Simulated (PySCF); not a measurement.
# Reproducing measurements on C6H6

**Measured values to compare with.**

NIST CCCBDB Release 22 (SRD 101), experimental dipoles lists, for the gas: dipole moment (microwave Stark effect, vibrational ground state) 0.424 D.

The results are set against them at the end.

Species: C₆H₆.
Numbering: `[CH2:1]=[C:2]1[CH:3]=[CH:4][CH:5]=[CH:6]1` (hydrogens: H7, H8 on C1; H9 on C3; H10 on C4; H11 on C5; H12 on C6)

Structure used (PBE0/def2-SVP), in Å, numbered top down from 1:
```xyz
12
C6H6 angstrom
C      1.8810    0.5181   -0.3878
C      0.6158    0.1540   -0.1131
C      0.1831   -1.0593    0.5953
C     -1.1695   -1.0402    0.6582
C     -1.6628    0.1768   -0.0017
C     -0.6078    0.8904   -0.4619
H      2.1022    1.4456   -0.9230
H      2.7290   -0.1018   -0.0840
H      0.8561   -1.8210    0.9886
H     -1.8062   -1.7966    1.1196
H     -2.7159    0.4461   -0.0966
H     -0.6292    1.8397   -0.9968
```

Runs made with PySCF (gas phase, on this PBE0/def2-SVP geometry; no spin–orbit coupling):

```json
{"level": "PBE0/def2-SVP, grid level 1", "job": "geometry optimisation from a GFN2-xTB start", "basis functions": "114", "wall time": "15 s"}
```

Hardware: one thread, Arm Neoverse V2 (aarch64) (shared host).

Results beside the measurements:

**Dipole moment.** Measured: 0.424 D (NIST CCCBDB Release 22 (SRD 101), experimental dipoles).

```csv
level,computed (D),computed − measured (D),% (from the printed values)
PBE0/def2-SVP,0.676,+0.252,+59
```

The computed dipoles belong to one fixed geometry; measured ones are averaged over vibrations unless marked μe. Magnitudes are compared, not signs.

No measured geometry was used, and the causes of the misses weren't examined.
